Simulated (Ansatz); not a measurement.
# Loss of C2H6: C5H12 → C3H6 + C2H6

Species: C5H12 (pentane) `CCCCC`, singlet; C3H6 (propene) `C=CC`, singlet; C2H6 (ethane) `CC`, singlet. 

Shapes, held fixed at every level: PBE0-D4/def2-TZVP. Flexible molecules stand in one conformer, not always the lowest. Programs: Ansatz 0.2.0. Electronic energies: no zero-point or thermal term.

Estimate ΔE of this reaction.

The highest level, CCSD(T)/CBS estimate, gives ΔE = +94.7 kJ/mol; the levels span +79.6 to +106.2. The column of differences is taken from that level and isn't an error. No measured value is set beside it here. The CBS estimate extrapolates MP2 from def2-TZVPP and def2-QZVPP and adds CCSD(T) − MP2 in the triple-zeta set, cores frozen.

```json
{"level": "PBE-D4/def2-TZVPP", "kind": "GGA", "ΔE (kJ/mol)": "+94.8", "less CCSD(T)/CBS estimate": "+0.1"}
{"level": "r2SCAN-D4/def2-TZVPP", "kind": "meta-GGA", "ΔE (kJ/mol)": "+96.1", "less CCSD(T)/CBS estimate": "+1.4"}
{"level": "BHLYP-D4/def2-TZVPP", "kind": "global hybrid", "ΔE (kJ/mol)": "+93.0", "less CCSD(T)/CBS estimate": "-1.7"}
{"level": "PBE0-D4/def2-TZVPP", "kind": "global hybrid", "ΔE (kJ/mol)": "+106.2", "less CCSD(T)/CBS estimate": "+11.5"}
{"level": "B2PLYP/def2-TZVPP", "kind": "double hybrid", "ΔE (kJ/mol)": "+79.6", "less CCSD(T)/CBS estimate": "-15.1"}
{"level": "CCSD(T)/def2-SVP", "kind": "coupled cluster or CI", "ΔE (kJ/mol)": "+101.5", "less CCSD(T)/CBS estimate": "+6.8"}
{"level": "CCSD(T)/CBS estimate", "kind": "coupled cluster or CI", "ΔE (kJ/mol)": "+94.7", "less CCSD(T)/CBS estimate": "0.0"}
```
